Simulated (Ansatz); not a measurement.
Basis-set extrapolation for C3H9NO (`CNCOC`) (PBE0-D4/def2-TZVP geometry, frozen core, the Gaussian-basis code of Ansatz). Multiplicity 1, RHF reference.

|  | def2-TZVPP | def2-QZVPP |
| --- | --- | --- |
| HF | -248.225057 | -248.237221 |
| MP2 correlation | -0.977056 | -1.044430 |
| CCSD(T) correlation | -1.059798 | not run |

Energies in hartree. Use E(X) = E(∞) + A·exp(−7.88·√X) for Hartree–Fock and E(X) = E(∞) + B·X^(−2.97) for correlation, with X = 3 and 4, and add CCSD(T) minus MP2 of the smaller set to the MP2 limit.

**Question.** What is the CCSD(T) energy at the basis-set limit?

**Answer.** HF limit: -248.237221 + (-0.012164) × 0.13774 = -248.23890. MP2 limit: -1.044430 + (-0.067374) × 0.74074 = -1.09434. Higher-order term: -1.059798 − (-0.977056) = -0.08274. Total: -249.41598 hartree, 82.3 kcal/mol below CCSD(T)/def2-TZVPP.
